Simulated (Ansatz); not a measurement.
```yaml
crystal:
  periodic: [false, false, false]
  atoms:
    - {symbol: O, position_ang: [1.114853, 1.571530, -1.554954]}
    - {symbol: C, position_ang: [0.586488, 0.859604, -0.806156]}
    - {symbol: C, position_ang: [0.223192, -0.537305, -1.018342]}
    - {symbol: D, position_ang: [-0.127434, -1.028681, 0.314907]}
    - {symbol: C, position_ang: [-0.543594, 0.183322, 1.038911]}
    - {symbol: N, position_ang: [0.181582, 1.173508, 0.395894]}
    - {symbol: H, position_ang: [-0.596453, -0.549766, -1.676021]}
    - {symbol: H, position_ang: [1.005524, -1.052768, -1.482508]}
    - {symbol: H, position_ang: [0.720275, -1.435149, 0.779463]}
    - {symbol: H, position_ang: [-0.874124, -1.761584, 0.312299]}
    - {symbol: H, position_ang: [-0.309873, 0.137274, 2.060099]}
    - {symbol: H, position_ang: [-1.581490, 0.345158, 0.951724]}
    - {symbol: H, position_ang: [0.201063, 2.094847, 0.684694]}
basis:
  gaussian: {orbitals: cc-pVTZ}
hamiltonian: {xc: {name: rPW86-PBE}}
output: {forces: true}
```

```sh
$ ansatz run in.yaml --threads 4 --pin off --events-out ev --progress --plain --max-ram 10444MiB
```

Shortened log:

```
Error: YAML parse error: error: line 7 column 16: `D` is not an element symbol (H … Og, case-exact)
 --> <input>:7:16
5 |     - {symbol: C, position_ang: [0.586488, 0.859604, -0.806156]}
6 |     - {symbol: C, position_ang: [0.223192, -0.537305, -1.018342]}
7 |     - {symbol: D, position_ang: [-0.127434, -1.028681, 0.314907]}
8 |     - {symbol: C, position_ang: [-0.543594, 0.183322, 1.038911]}
9 |     - {symbol: N, position_ang: [0.181582, 1.173508, 0.395894]}
```

(1) What is wrong with this run?

Results:

(1) An element symbol is wrong. The program refused the input.
